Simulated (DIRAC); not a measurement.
**P2: HF/dyall-v2z (X2C-SO, amfi charge 0, uncontracted yes)**

Aim: a point of an energy scan of P2. 

Program for the calculation: DIRAC 26.1 (patched).

9 further runs of the same task are left out: 9 set aside as unsound or not needed.

## 1. The structure to begin with

The species is P2 (2 atoms), meant as a singlet with charge 0.

Bond lengths: P1–P2 1.963 Å.

## 2. A point of an energy scan at HF/dyall-v2z (X2C-SO, amfi charge 0, uncontracted yes)

Contents of mol.mol:

```
INTGRL
P2
basis from the library
C   1              
       15.    2
P1        0.00000000      0.00000000      0.00000000
P2        0.00000000      0.00000000      3.70965975
LARGE BASIS dyall.v2z
FINISH
```

Contents of run.inp:

```
! DIRAC input
**DIRAC
.TITLE
 P2, X2C-SO
.WAVE FUNCTION
**HAMILTONIAN
.X2C
**INTEGRALS
*READIN
.UNCONTRACT
**WAVE FUNCTION
.SCF
*END OF INPUT
```

Command:

```bash
$ pam --inp=run.inp --mol=mol.mol --noarch --mw=122 --aw=276
```

What it wrote:

```text
SCF - CYCLE
                                   -----------

* Convergence on norm of error vector (gradient).
  Desired convergence:1.000D-07
  Allowed convergence:1.000D-06

* ERGVAL - convergence in total energy
* FCKVAL - convergence in maximum change in total Fock matrix
* EVCVAL - convergence in error vector (gradient)
--------------------------------------------------------------------------------------------------------------------------------
           Energy               ERGVAL    FCKVAL    EVCVAL      Conv.acc    CPU          Integrals
--------------------------------------------------------------------------------------------------------------------------------
It.    1    -335.2419567273      0.00D+00  0.00D+00  0.00D+00               0.01083300s   Atom. scrpot
It.    2    -682.8955155026      3.48D+02  9.80D+00  3.54D+00               0.04600000s   LL
It.    3    -683.0791123017      1.84D-01 -2.93D-01  2.14D-01   DIIS   2    0.03500000s   LL
It.    4    -683.0912036333      1.21D-02  7.73D-02  5.81D-02   DIIS   3    0.03400000s   LL
It.    5    -683.0922194688      1.02D-03 -2.22D-02  8.16D-03   DIIS   4    0.03400000s   LL
It.    6    -683.0922467236      2.73D-05  1.29D-03  2.24D-03   DIIS   5    0.03400000s   LL
It.    7    -683.0922494730      2.75D-06  2.30D-04  2.61D-04   DIIS   6    0.03400000s   LL
It.    8    -683.0922495150      4.20D-08 -1.78D-05  5.26D-05   DIIS   7    0.03400000s   LL
It.    9    -683.0922495192      4.19D-09 -5.92D-06  2.13D-05   DIIS   8    0.03300000s   LL
It.   10    -683.0922495203      1.17D-09 -4.32D-06  1.01D-05   DIIS   9    0.03400000s   LL
It.   11    -683.0922495207      3.29D-10 -3.48D-06  1.41D-06   DIIS   9    0.03300000s   LL
It.   12    -683.0922495207      2.96D-12 -3.77D-07  7.14D-08   DIIS   9    0.02800000s   LL
--------------------------------------------------------------------------------------------------------------------------------
* Convergence after   12 iterations.
      No 2-ints    :    0.01100000s
      LL           :    0.03445455s

                                   TOTAL ENERGY
                                   ------------

   Charge of molecule : 0

   Electronic energy                        :    -743.74471232403380

   Other contributions to the total energy
   Nuclear repulsion energy                 :      60.65246280336087

   Sum of all contributions to the energy
   Total energy                             :    -683.09224952067291

                                   Eigenvalues
                                   -----------

* Block   1 in E1g:  Omega =  1/2
  * Closed shell, f = 1.0000
   -80.20790412826  ( 2)       -7.56404868125  ( 2)       -5.44130931406  ( 2)       -5.40642444440  ( 2)       -0.89301699997  ( 2)
    -0.40542599670  ( 2)
  * Virtual eigenvalues, f = 0.0000
     0.01595473674  ( 2)        0.37937516440  ( 2)        0.49819092682  ( 2)        0.60244322355  ( 2)        0.92624109144  ( 2)
     0.99316114773  ( 2)        3.85346822583  ( 2)        3.88907699653  ( 2)        6.79128810327  ( 2)       16.75694352033  ( 2)
    16.81942253712  ( 2)       47.08508862239  ( 2)       59.76870719661  ( 2)       59.97017593508  ( 2)      200.27755699286  ( 2)
   215.79841462527  ( 2)      216.75455924443  ( 2)      686.58955870172  ( 2)      935.35143958469  ( 2)      944.73535819437  ( 2)
  2226.34436992626  ( 2)     7134.53133989171  ( 2)    22471.49970533700  ( 2)    73763.17259588449  ( 2)

* Block   2 in E1g:  Omega =  3/2
  * Closed shell, f = 1.0000
    -5.40558771769  ( 2)
  * Virtual eigenvalues, f = 0.0000
     0.01708212832  ( 2)        0.60114047977  ( 2)        0.60421167786  ( 2)        0.99317573333  ( 2)        3.89759411067  ( 2)
    16.80569532432  ( 2)       59.96592424042  ( 2)      216.75420399684  ( 2)      944.73635609761  ( 2)

* Block   3 in E1g:  Omega =  5/2
  * Virtual eigenvalues, f = 0.0000
     0.60120933344  ( 2)

* Block   1 in E1u:  Omega =  1/2
  * Closed shell, f = 1.0000
   -80.20790075619  ( 2)       -7.56359822685  ( 2)       -5.44090914724  ( 2)       -5.40546113612  ( 2)       -0.61872932207  ( 2)
    -0.36216587381  ( 2)
  * Virtual eigenvalues, f = 0.0000
     0.19228868065  ( 2)        0.48247840490  ( 2)        0.54705361382  ( 2)        0.60141081875  ( 2)        0.73649085864  ( 2)
     1.34246944385  ( 2)        3.78031966701  ( 2)        4.24922755776  ( 2)        7.17093248973  ( 2)       16.69817192242  ( 2)
    17.03140478880  ( 2)       47.35701993982  ( 2)       59.75430289102  ( 2)       60.12053499822  ( 2)      200.50083850260  ( 2)
   215.81416768762  ( 2)      216.84852361155  ( 2)      686.77998487510  ( 2)      935.36677270935  ( 2)      944.79252903060  ( 2)
  2226.50087858230  ( 2)     7134.64362530674  ( 2)    22471.56082624970  ( 2)    73763.19463071723  ( 2)

* Block   2 in E1u:  Omega =  3/2
  * Closed shell, f = 1.0000
    -5.40577214652  ( 2)       -0.36091150334  ( 2)
  * Virtual eigenvalues, f = 0.0000
     0.48302105977  ( 2)        0.60251266202  ( 2)        0.74898536298  ( 2)        3.79064766666  ( 2)       16.73590492093  ( 2)
    59.91306759608  ( 2)      216.71487264609  ( 2)      944.71092030856  ( 2)

* Block   3 in E1u:  Omega =  5/2
  * Virtual eigenvalues, f = 0.0000
     0.74904251201  ( 2)

* Occupation in fermion symmetry E1g
  * Inactive orbitals
      1/2  1/2  1/2  1/2  3/2  1/2  1/2
  * Virtual orbitals
      1/2  3/2  1/2  1/2  3/2  5/2  1/2  3/2  1/2  1/2  3/2  1/2  1/2  3/2  1/2  1/2  3/2  1/2
      1/2  1/2  3/2  1/2  1/2  1/2  3/2  1/2  1/2  1/2  1/2  3/2  1/2  1/2  1/2  1/2

* Occupation in fermion symmetry E1u
  * Inactive orbitals
      1/2  1/2  1/2  3/2  1/2  1/2  1/2  3/2
  * Virtual orbitals
      1/2  1/2  3/2  1/2  1/2  3/2  1/2  3/2  5/2  1/2  1/2  3/2  1/2  1/2  1/2  3/2  1/2  1/2
      1/2  3/2  1/2  1/2  1/2  3/2  1/2  1/2  1/2  3/2  1/2  1/2  1/2  1/2  1/2

* Occupation of subblocks
                       E1g:   1/2  3/2  5/2
  closed shells (f=1.0000):    6    1    0
 virtual shells (f=0.0000):   24    9    1
tot.num. of pos.erg shells:   30   10    1
                       E1u:   1/2  3/2  5/2
  closed shells (f=1.0000):    6    2    0
 virtual shells (f=0.0000):   24    8    1
tot.num. of pos.erg shells:   30   10    1

* HOMO - LUMO gap:

    E(LUMO) :     0.01595474 au (symmetry E1g)
  - E(HOMO) :    -0.36091150 au (symmetry E1u)
  ------------------------------------------
    gap     :     0.37686624 au

 * Closing HDF5 checkpoint file
    - Checkpoint file contains all required data, can be used for restarts
    - Checkpoint file closed

*****************************************************
********** E N D   of   D I R A C  output  **********
*****************************************************

>>>> Total WALL time used in DIRAC: 0s
```

Run time: 0.64 s. Hardware: 1 thread of Arm Neoverse V1, shared host.

## 3. Outcome

Level: HF/dyall-v2z (X2C-SO, amfi charge 0, uncontracted yes).

| quantity | value |
| --- | --- |
| total energy | -683.09225 Eh |
| HOMO energy | -9.82 eV |
| LUMO energy | 0.43 eV |
| HOMO–LUMO gap | 10.26 eV |
